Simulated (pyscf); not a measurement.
Elementary routes open to H₂O (SMILES O) + HO–SiH•–F (SMILES O[SiH]F) in the gas phase (doublet surface):
A. HO–SiH(OH)–F (SMILES O[SiH](O)F) + H• (SMILES [H]) (H–O broken; O–Si formed)
B. HO–SiH•–OH (SMILES O[SiH]O) + HF (SMILES F) (H–O, F–Si broken; O–Si, F–H formed)

PySCF, gas phase, ωB97X-D3(BJ)/def2-SVP geometries.

Q: Rank the routes by free-energy barrier at 900 K, lowest first, for ωB97M-D3(BJ)/def2-TZVP energies (ideal gas, 1 atm, RRHO with modes under 100 cm⁻¹ raised to 100, one conformer, R ln 2 for chiral ones without a mode under 150 cm⁻¹).

A: A (1.86 eV), B (2.34 eV)

Route A is the fastest of these, ahead of the next by 0.49 eV. The most stable products are those of A (ΔG = -0.53 eV), so kinetics and thermodynamics agree. At 298 K A is still the fastest. A: On the reactant side the descent ends in a bound adduct, 0.36 eV under the separated species and 1.21 eV under the saddle at ωB97X-D3(BJ)/def2-TZVP. B: On the reactant side the descent ends in a complex (not fully relaxed), 0.34 eV under the separated species and 1.27 eV under the saddle at ωB97X-D3(BJ)/def2-TZVP. On the product side the descent ends in a complex, 0.27 eV under the separated species and 0.78 eV under the saddle at ωB97X-D3(BJ)/def2-TZVP. Only these routes are compared; each barrier is that of the saddle found, and lower ones may exist.
